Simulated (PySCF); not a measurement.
Species: C₂H₂P₃ (charge -1).
Bonds: C1–P2 (aromatic), P2–P3 (aromatic), P3–C4 (aromatic), C4–P5 (aromatic), C1–P5 (aromatic). Hydrogens: H6 on C1; H7 on C4.

Method used: PBE0-D3(BJ)/def2-SVP geometry optimisation, gas phase in PySCF.

(1) What internal coordinates does the optimisation give?

## Answers

(1) 
```
        bond  length (pm)
C1–P2, P3–C4        174.2
       P2–P3        212.3
C1–P5, C4–P5        174.1
C1–H6, C4–H7        109.9
```

Bonds in one row agree within 1 pm and their mean is given. A selection of angles:
```
   angle  degrees
P2–C1–P5    122.9
P2–C1–H6    118.5
P5–C1–H6    118.6
C1–P2–P3     98.3
C1–P5–C4     97.7
```

All 4 C–P bonds measure 1.741 to 1.742 Å. P2 (phosphorus bonded to C and P) is bent (angle 98.3°). The 5 heavy atoms lie in one plane (0.000 Å rms). C1 (aromatic CH carbon) is planar (angles 122.9°, 118.6° and 118.5°, sum 360.0°, 0.00 Å off the plane of its three neighbours). The 5-membered ring C1–P2–P3–C4–P5 has internal angles of 97.7° to 122.9° (sum 540°, against 540° for a flat polygon); it is planar, 0.00 Å rms from its mean plane, widest ring torsion 0°.

Point group: C2v (tolerance 0.08 Å). PBE0-D3(BJ)/def2-SVP frequencies: not computed here.

Hardware: one thread of an Intel Xeon Platinum 8259CL at 2.50 GHz, shared host. Cost: 18 s wall, 0.53 GiB resident at most. That covers the optimisation of the geometry.
